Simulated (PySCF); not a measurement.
Consider propiolic acid, `C#CC(=O)O` (C3H2O2). Coordinates in Å; atoms count from 1 in this order:
```
C     1.9206    0.1743    0.0066
C     0.7294   -0.0157    0.1044
C    -0.6826   -0.3119    0.2415
O    -1.1144   -1.3788    0.5927
O    -1.4500    0.7375   -0.0671
H     2.9796    0.3426   -0.0807
H    -2.3727    0.4612    0.0475
```

Level of theory: ωB97X-D3(BJ)/ma-def2-TZVP single points in PySCF, grid level 2; every species was optimised with PBE0-D3(BJ)/ma-def2-SVP. The prefix ma- adds one diffuse s and one diffuse p function on all atoms but H. Thermal corrections: PBE0-D3(BJ)/ma-def2-SVP frequencies, unscaled, ideal gas at 298.15 K and 1 bar, quasi-RRHO entropy.

Problem. What are the vertical and the adiabatic ionisation energy for forming the radical cation?

Solution. 11.09 eV vertical and 10.70 eV adiabatic, the latter with zero-point energy.

Problem. Where does the unpaired spin of the relaxed radical cation sit?

Solution. O4 (carboxyl C=O oxygen) 0.64, C1 (alkyne carbon) 0.37 (intrinsic atomic orbital populations).

Problem. What oxidation potential follows in acetonitrile (IEF-PCM), given that Fc+/Fc comes at 4.54 V absolute with this functional and basis?

Solution. In the gas phase ΔG of oxidation is 10.678 eV, and solvation is -32.4 kJ/mol for the parent and -263.1 kJ/mol for the product, so the absolute potential is 8.29 V, or 3.74 V against Fc+/Fc. Fc+/Fc in acetonitrile, 4.54 V, is ωB97X-D3(BJ)/ma-def2-TZVP on PBE0-D3(BJ)/def2-SVP structures with GFN2-xTB thermal terms. Benchmark calculations put it near 5.0 V in acetonitrile and DMSO, so it is about 0.5 V low, and the value against it can read up to that much too high. The solvent is electrostatics only, on gas-phase structures; the absolute scale refers to an electron at rest in vacuum.

Problem. How far is −ε(HOMO) from the vertical value by ΔSCF?

Solution. −ε(HOMO) = 10.99 eV, which is 0.10 eV below the ΔSCF value.

Differences come from unrounded values, so a last digit can differ from that of the printed terms.
